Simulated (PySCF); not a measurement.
An unknown shows these calculated signals:

1H NMR (500 MHz, computed): δ 6.10 (tdd, J = 60.6, 8.7, 2.3 Hz, 1H), 5.18 (ddt, J = 42.9, 3.3, 2.6 Hz, 1H), 4.96 (m, 1H).

13C{1H} NMR (computed): δ 178.4 (C, dt, J = 337.9, 30.1 Hz), 122.3 (CH, td, J = 303.4, 59.5 Hz), 98.7 (CH2, d, J = 16.2 Hz).

- GIAO PBE/pcSseg-2 shieldings
- structure optimised with PBE0-D3(BJ)/def2-SVP
- spin–spin couplings from B3LYP/pcJ-1
- run in PySCF 2.14.0 with density-fitted response routines
- non-relativistic, one averaged value for each set of equivalent atoms, one computed conformer, in vacuum

δ = σ(ref) − σ, references computed at the same level: TMS for 1H, 13C.

Problem. Which of these does the molecule contain: a non-aromatic C=C double bond, a (CH3)2CH unit, an amide, an OH group?

Solution. 
- A non-aromatic C=C double bond: yes.
- A (CH3)2CH unit: no.
- An amide: no.
- An OH group: no.

The data belong to `InChI=1S/C3H3F3/c1-2(4)3(5)6/h3H,1H2`; they needn't prove each group on their own.

Carbon signals by region: 1 in the far downfield region (above 160 ppm), 1 in the sp2 and nitrile region (100–160 ppm), 1 at 50–100 ppm. Above 160 ppm: 178.4, fully substituted alkene carbon.

Common functionals overestimate the size of one-bond C–F couplings by tens of Hz; these are unscaled. Splittings below 1 Hz are ignored in the labels, and close J values are merged. Shifts are as computed, not scaled to solution data. Of 1211 compounds with measured shifts, 218 miss one by over three times the rms of a fit or turn the order of signals round; such compounds aren't used in these exercises. 3J across rotatable bonds or in flexible rings reflects this conformer alone.
